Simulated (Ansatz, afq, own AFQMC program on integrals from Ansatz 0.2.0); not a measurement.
## SiH4 + BH$_{2}$, doublet: a scan with AFQMC

```xyz
8

Si   -0.8719    0.0000    0.0000
H    -1.3668    1.3997    0.0000
H    -1.3668   -0.6999    1.2122
H    -1.3668   -0.6999   -1.2122
H     0.6127    0.0000    0.0000
B     2.1031    0.0000    0.0000
H     2.6122    0.0000    1.0770
H     2.6122    0.0000   -1.0770
```

A hydrogen atom is moved from one rigid fragment to the other; the Si1–H5 distance tells how far. The two fragments are held close together, so this isn't a minimum-energy path and the start is a compressed complex. Energies in eV count from this geometry (1.485 Å) at the same level; the start stands on UHF, each point on the determinant named.

Basis cc-pVDZ. Only valence electrons are correlated. Ansatz 0.2.0 and our own AFQMC program on the same integrals; the CISD trial comes from CCSD amplitudes, and released means the phaseless constraint is let go. Error bars are statistical, one sigma.

Cautions, each for one point or more: the search met a lower determinant of the same kind, perhaps of another symmetry.

```tsv
r(Si1–H5) / Å	det.	T1	weight	⟨S²⟩	CCSD(T)	ph-AFQMC/CISD	released AFQMC	CCSDT(Q)	HF	wB97M-V
1.576	UHF	0.012	0.87	0.77	-0.032	-0.036 ± 0.005	-0.032 ± 0.005	-0.033	0.022	-0.028
1.622	UHF	0.012	0.87	0.76	0.010	0.010 ± 0.004	0.005 ± 0.004*	0.008	0.091	0.014
1.668	UHF	0.012	0.87	0.76	0.091	0.089 ± 0.004	–	0.088	0.198	0.031
1.713	UHF	0.012	0.87	0.76	0.088	0.089 ± 0.005	–	0.088	0.115	-0.024
1.805	UHF	0.011	0.88	0.76	0.058	0.060 ± 0.004	0.061 ± 0.005	0.060	0.037	-0.055
```

Weight is that of the determinant in the CISD state; at the start T1 is 0.012 and the weight 0.87, and ⟨S²⟩ is 0.77. An asterisk marks released energies that aren't shown to be converged. A dash marks a missing value, a released energy that hasn't settled or a functional that sits on another state. Largest departures from CCSDT(Q), at the points where its series has closed: CCSD(T) 0.003 eV at 1.668 (on UHF), ph-AFQMC/CISD -0.002 eV at 1.576 (on UHF) (within the noise), released AFQMC 0.002 eV at 1.576 (on UHF) (within the noise), HF 0.110 eV at 1.668 (on UHF), wB97M-V -0.115 eV at 1.805. Functionals count only at points shown to share the start's state and spin. In this small basis the wave-function levels are far from their limit, so their gap to the functionals isn't the functionals' error.

Some points may be missing: those where a free walk finds a much lower state, and past Zn most of those on another determinant than at the start.

A walk keeps the symmetry of its determinant, which the program's search chose and which needn't be the lowest solution, so a lower state of the same spin and another symmetry isn't excluded.
